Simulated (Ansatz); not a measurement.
# NaSi (doublet): wave-function methods side by side, def2-QZVPP

An exercise on one series of results from a longer session: the logs are not shown, and one member is left open.

Program: Ansatz 0.2.0, Gaussian basis. Level of theory: def2-QZVPP, core rule «outside noble gas», up to 10 orbitals frozen. These are calculated values, not measurements.

To be run: UHF; ROHF; CCSD(T) on UHF.

2 further runs of the same task are left out: 2 set aside as unsound or not needed.

### What is computed

The geometry is a PBE0/def2-TZVP stationary point (not a proven minimum).

2 atoms, charge 0, spin multiplicity 2.

Atoms are counted from 1 here; the program's logs count them from 0.

Bond lengths: Si1–Na2 2.772 Å.

Set-up of the first run:

Input file in.yaml:

```yaml
crystal:
  periodic: [false, false, false]
  atoms:
    - {symbol: Si, position_ang: [0.000000, 0.000000, 0.000000]}
    - {symbol: Na, position_ang: [0.000000, 0.000000, 2.771700]}
basis:
  gaussian: {orbitals: "def2-QZVPP.json"}
magnetization: {spin_polarized: true, initial_magnetization: 1}
hamiltonian: {xc: hf}
output: {orbitals: {seedname: orbitals}}
```

Run with:

```
$ ansatz run in.yaml --threads 1 --pin off --events-out ev --progress --plain --max-ram 2393MiB
```

Steps of the session up to this table: UHF; ROHF; CCSD(T) on UHF.

One table of the session follows, with a row left open; its other results are not shown here.

It belongs to the step «Misses and costs». 

| method | from UCCSD(T) (kJ/mol) |
| --- | --- |
| ROHF | +334.0 |
| UHF | ? |
| UMP2 | +74.5 |
| UCCSD | +15.6 |
| UCCSD(T) | 0 |

Q: Estimate the row for UHF from the others.

The run gave: from UCCSD(T) (kJ/mol): +262.8. In the column «from UCCSD(T) (kJ/mol)» it lies between UMP2 (+74.5) and ROHF (+334.0).

The program flags UCCSD(T) as in doubt (see the logs), so the zero of the table is itself unsure.

To keep in mind: The determinant is far from a pure spin state, so its energy mixes those of several spin states (harmless only where they are near-degenerate, as at dissociation). The program flags UCCSD(T) as in doubt, so the zero of the table is itself unsure.
